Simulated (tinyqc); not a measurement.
Inside a calculation. Method: extended Hueckel theory, for CH4. One step of it, computed by the program tinyqc.

Task: Mulliken analysis. P = C n C^T; charge = valence electrons (H 1, C 4) minus the sum of (P S)_ii on the atom; overlap population = 2 sum P_ij S_ij between two atoms.

coefficients:
```
,MO1,MO2,MO3,MO4,MO5,MO6,MO7,MO8
1C 2s,0.594709,0.000000,0.000000,0.000000,0.000000,0.000000,0.000000,1.572422
1C 2px,0.000000,-0.065591,0.550792,0.065595,0.989155,0.522354,-0.011199,0.000000
1C 2py,0.000000,-0.261721,-0.088968,0.485348,0.037174,-0.046444,1.117080,0.000000
1C 2pz,0.000000,0.489056,0.026259,0.268534,-0.521150,0.988127,0.058426,0.000000
2H 1s,0.192196,0.087256,0.263305,0.442081,-0.272021,-0.788332,-0.626938,-0.679934
3H 1s,0.192196,-0.158024,0.330964,-0.371309,-0.793229,0.225793,0.638999,-0.679934
4H 1s,0.192196,-0.369636,-0.359295,0.081578,0.231987,0.838350,-0.576078,-0.679934
5H 1s,0.192196,0.440404,-0.234973,-0.152350,0.833263,-0.275811,0.564018,-0.679934
```

occupations: 2.000000  2.000000  2.000000  2.000000  0.000000  0.000000  0.000000  0.000000

overlap S:
```
,1C 2s,1C 2px,1C 2py,1C 2pz,2H 1s,3H 1s,4H 1s,5H 1s
1C 2s,1.000000,0.000000,0.000000,0.000000,0.478139,0.478139,0.478139,0.478139
1C 2px,0.000000,1.000000,0.000000,0.000000,0.278606,0.278606,-0.278606,-0.278606
1C 2py,0.000000,0.000000,1.000000,0.000000,0.278606,-0.278606,0.278606,-0.278606
1C 2pz,0.000000,0.000000,0.000000,1.000000,0.278606,-0.278606,-0.278606,0.278606
2H 1s,0.478139,0.278606,0.278606,0.278606,1.000000,0.138407,0.138407,0.138407
3H 1s,0.478139,0.278606,-0.278606,-0.278606,0.138407,1.000000,0.138407,0.138407
4H 1s,0.478139,-0.278606,0.278606,-0.278606,0.138407,0.138407,1.000000,0.138407
5H 1s,0.478139,-0.278606,-0.278606,0.278606,0.138407,0.138407,0.138407,1.000000
```

Give: charges; Overlap populations.

Result:

charges: 1C -0.1418, 2H 0.0354, 3H 0.0354, 4H 0.0354, 5H 0.0354

Overlap populations:
```
pair,value
2-1,0.781282
3-1,0.781282
3-2,-0.029815
4-1,0.781282
4-2,-0.029815
4-3,-0.029815
5-1,0.781282
5-2,-0.029815
5-3,-0.029815
5-4,-0.029815
```
